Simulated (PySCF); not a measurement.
# AlO⁺, triplet in 6-31G: errors against full CI

Geometry: a point of a stretch scan, not a stationary point.

```
atom   x (Å)   y (Å)   z (Å)
  Al  0.0000  0.0000  0.0000
   O  0.0000  0.0000  2.1660
```

Basis 6-31G; PySCF 2.14.0. Correlated methods freeze the noble-gas cores, which leaves 8 electrons in 16 orbitals. Prefix R: restricted or restricted open-shell reference; prefix U: unrestricted.

Full CI is exact within this basis and frozen core; it isn't the basis-set limit. The frozen core follows each run's orbitals, which can shift R against U totals by a few meV.

The RHF row is the lowest restricted solution found. The determinant for coupled cluster was chosen by trial CCSD, here up to 0.13 eV above the lowest Hartree–Fock solution of its kind, and MP2 stands on that determinant too.

The UHF ⟨S²⟩ is 2.091. The T1 diagnostic (ROHF- or RHF-based CCSD) is 0.0688, the largest doubles amplitude (ROHF- or RHF-based CCSD) is 0.110 and the T1 diagnostic (UCCSD) is 0.0389.

```tsv
level	E − E(full CI) (meV)	share of correlation (%)	wall time
UHF	2933	7.67	–
RMP2	932	70.67	–
UMP2	807	74.61	–
RCCSD	64	97.99	–
UCCSD	57	98.21	–
RCCSD(T)	20	99.36	0.5 s
UCCSD(T)	18	99.43	0.26 s
RCCSDT	6	99.82	5.3 s
UCCSDT	4	99.86	4.8 s
```

The correlation energy at full CI, counted from the determinant under the R cluster runs, is -3.176 eV. The search over symmetries took 22 s on 1 thread of Intel Xeon, shared host; the state has 611,520 determinants.

Run but not shown, since their state, orbitals or frozen core can't be matched to the reference's or they repeat it: RHF.

Times are those of the correlated step on a shared host, with one SCF added for the restricted CCSD run; they ran on 1 thread of Intel Xeon.

The full-CI state has the irrep B1 of C2v, in the program's axes (one component, if the state is degenerate).

Natural occupations of full CI about the gap: 1.987 1.967 1.880 1.001 0.993 0.055 0.047 0.035 0.014 0.010; effectively unpaired electrons, Σ n²(2−n)², 2.08.
